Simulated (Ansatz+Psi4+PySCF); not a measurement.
Values are calculated unless marked as measured or tabulated.
A run of PySCF 2.14.0 on doublet CH₄N at this shape:

```xyz
6

C     0.4573   -0.4903    0.2222
N    -0.4469    0.5168   -0.3360
H     0.3215   -0.7050    1.2923
H    -0.3410    1.3897    0.1762
H     0.3275   -1.4242   -0.3286
H     1.4875   -0.1608    0.0720
```

Its results:

```
Converged                       : yes
Reference energy                : -94.62991 hartree
Correlation energy              : -0.35471 hartree
Total energy                    : -94.98463 hartree
Spin squared of the determinant : 0.761
```

Messages of the program:
```
WARN: HOMO -0.193566855280581 >= LUMO -0.193566855280581
WARN: HOMO -0.193566855280581 >= LUMO -0.193566855280581
```

Problem. Which input gives this output? Name the method, the orbitals and the basis set, and write the input.

Solution. UHF-MP2 in cc-pVTZ.

```python
from pyscf import gto, scf, mp

mol = gto.M(atom="""
C 0.457300 -0.490300 0.222200
N -0.446900 0.516800 -0.336000
H 0.321500 -0.705000 1.292300
H -0.341000 1.389700 0.176200
H 0.327500 -1.424200 -0.328600
H 1.487500 -0.160800 0.072000
""", basis='cc-pvtz', charge=0, spin=1)
mf = scf.UHF(mol)
mf.kernel()
pt = mp.MP2(mf, frozen=2).run()
print(mf.e_tot, pt.e_corr, pt.e_tot)
```
